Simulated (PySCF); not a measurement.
# Gas-phase acidity of hydrogen bromide

Parent: hydrogen bromide, `Br` (HBr). Atom numbers as in the mapped SMILES `[BrH:1]`.

Energies: ωB97X-D3(BJ)/ma-def2-TZVP (PySCF, density fitting, integration grid level 2) on PBE0-D3(BJ)/ma-def2-SVP structures. Zero-point and thermal terms (298.15 K, 1 bar) come from unscaled PBE0-D3(BJ)/ma-def2-SVP harmonic frequencies, with soft modes damped to free rotors in the entropy.

| site | product | ΔH(acid) / kJ/mol | ΔG(acid) / kJ/mol |
| --- | --- | --- | --- |
| Br1 (bromine) | [Br]- | 1355 | 1333 |

ΔH and ΔG refer to AH → A⁻ + H⁺ in the gas phase.

Against the Active Thermochemical Tables (version 1.112): Br1 1353 (computed 1355, error 2) kJ/mol.

Caveats: atoms from Ga to Kr are treated without relativity.

Structures, frequencies and single points took 4.6 s of wall time on 1 thread of Arm Neoverse V2 (shared host), launched as `OMP_NUM_THREADS=1 python redox_run.py task.json out`.

---

Homolysis of methanethial, bond by bond

Parent: methanethial, `C=S` (CH2S). Numbering: `[CH2:1]=[S:2]`

Energies: B3LYP-D3(BJ)/def2-TZVP (PySCF, density fitting, integration grid level 2) on PBE0-D3(BJ)/def2-SVP structures. Zero-point and thermal terms (298.15 K, 1 bar) come from unscaled PBE0-D3(BJ)/def2-SVP harmonic frequencies, with soft modes damped to free rotors in the entropy.

| bond | r / Å | radicals | BDE(298 K) / kJ/mol | BDFE / kJ/mol | D₀ / kJ/mol | Dₑ / kJ/mol |
| --- | --- | --- | --- | --- | --- | --- |
| C1–H | 1.102 | `[CH]=S` + H• | 378 | 342 | 372 | 406 |

Homolysis to relaxed radicals in the gas phase.

---

Gas-phase acidity of ketene

Parent: `C=C=O` (C2H2O). Non-hydrogen atoms are numbered in `[CH2:1]=[C:2]=[O:3]`.

Computed at PBE0-D3(BJ)/ma-def2-TZVP // PBE0-D3(BJ)/ma-def2-SVP with PySCF (density fitting, grid level 2). Zero-point and thermal terms (298.15 K, 1 bar) come from unscaled PBE0-D3(BJ)/ma-def2-SVP harmonic frequencies, with soft modes damped to free rotors in the entropy.

```
              site    product  ΔH(acid) / kJ/mol  ΔG(acid) / kJ/mol
C1 (alkene carbon)  [CH-]=C=O               1538               1506
```

ΔH and ΔG refer to AH → A⁻ + H⁺ in the gas phase. Sites whose products fell apart, merged with another or lost in a GFN2-xTB screen aren't listed.

Against the Active Thermochemical Tables (version 1.112): C1 1531 (computed 1538, error 7) kJ/mol.

Structures, frequencies and single points took 34 s of wall time on 1 thread of Arm Neoverse V2 (shared host), launched as `OMP_NUM_THREADS=1 python redox_run.py task.json out`.
